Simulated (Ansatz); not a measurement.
in.yaml

```yaml
crystal:
  periodic: [false, false, false]
  atoms:
    - {symbol: Br, position_ang: [0.000000, -0.034668, 0.010507]}
    - {symbol: H, position_ang: [0.000000, 1.782556, -1.889318]}
    - {symbol: H, position_ang: [0.000000, 0.965707, 1.056354]}
basis:
  gaussian: {orbitals: def2-mTZVP}
total_charge: 1
correlation: {method: fic_mrcisd_q, electrons: outside_noble_gas, active_space: {window: {electrons: 6, orbitals: 6}}}
scf: {lower_state_search: full}
```

```sh
$ ansatz run in.yaml --threads 1 --pin off --events-out ev --progress --plain --max-ram 2393MiB
```

Output:

```
393 factors; integrals over basis functions are off by at most 4.1e-4 eV
mean field evaluation 1: about -70014.5401 eV, gradient 2.4e1 eV
mean field evaluation 2: about -70014.5488 eV, gradient 2.4e1 eV
mean field evaluation 4: about -70016.7962 eV, gradient 2.3e0 eV
mean field evaluation 8: about -70016.8299 eV, gradient 9.6e-2 eV
mean field -70016.82993227 eV, -2573.0710408992 hartree, gradient 2.7e-6 eV, S^2 0.000000; 0 other end points of the search recorded, 0 dependent functions left out; unrestricted orbitals would lower it
reference -70016.82993227 eV, -2573.0710408992 hartree; 18, 18 occupied and 24, 24 virtual orbitals, 393 factors
state -70019.01101078 eV, -2573.1511940560 hartree
contracted CI cycle   1: correlation 0.00000000 eV, 0.0000000000 hartree, residual 1.42e1 eV
contracted CI cycle   2: correlation -2.68956319 eV, -0.0988396243 hartree, residual 2.45e0 eV
contracted CI cycle   3: correlation -2.77218628 eV, -0.1018759666 hartree, residual 5.79e-1 eV
contracted CI cycle   4: correlation -2.77668023 eV, -0.1020411163 hartree, residual 1.52e-1 eV
contracted CI cycle   5: correlation -2.77696580 eV, -0.1020516109 hartree, residual 3.90e-2 eV
contracted CI cycle   6: correlation -2.77698445 eV, -0.1020522962 hartree, residual 1.00e-2 eV
contracted CI cycle   7: correlation -2.77698573 eV, -0.1020523432 hartree, residual 2.42e-3 eV
contracted CI cycle   8: correlation -2.77698581 eV, -0.1020523462 hartree, residual 6.34e-4 eV
state -70019.01101078 eV, -2573.1511940560 hartree; corrected -70021.91714006 eV, -2573.2579923372 hartree
Total energy: -70021.91714006 eV, -2573.2579923372 hartree
```

Ran on 1 thread of Arm Neoverse V2, shared host: 2.2 s wall, 0.15 GiB peak host memory.
